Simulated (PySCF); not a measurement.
Species: C2H5O2S (charge -1).
Atom-mapped SMILES: `[CH2-:1][S:2]([CH3:3])(=[O:4])=[O:5]` (hydrogens: H6, H7 on C1; H8, H9, H10 on C3)

The geometry is computed with GFN2-xTB (gas phase).

Task: List the bond lengths and angles at this level.

Result: 
| bond | length (Å) |
| --- | --- |
| C1–S2 | 1.701 |
| S2–C3 | 1.899 |
| S2=O4, S2=O5 | 1.466 |
| C1–H6, C1–H7 | 1.091 |
| C3–H8, C3–H9, C3–H10 | 1.083 |

Bonds in one row agree within 0.01 Å and their mean is given. A selection of angles:
| angle | degrees |
| --- | --- |
| S2–C1–H6 | 106.2 |
| H6–C1–H7 | 110.2 |
| C1–S2–C3 | 115.3 |
| C1–S2–O4 | 111.0 |
| C3–S2–O4 | 102.3 |
| O4–S2–O5 | 114.7 |
| S2–C3–H8 | 107.0 |
| H8–C3–H9 | 110.8 |

S2 (sulfonyl sulfur) is distorted tetrahedral (angles from 102.3° to 115.3°). C1 (carbon bonded to S and 2 H) is pyramidal (angles 110.2°, 106.2° and 106.1°, sum 322.4°, 0.45 Å off the plane of its three neighbours). The 2 C–S bonds span 1.701 Å (C1–S2, drawn single in one of several resonance forms) to 1.899 Å (S2–C3, drawn single), a spread of 0.198 Å.

Point group: Cs (every atom within 0.08 Å of its image). Not checked by GFN2-xTB frequencies. Torsions: H–C1–S2–C3 -59° and 59°.
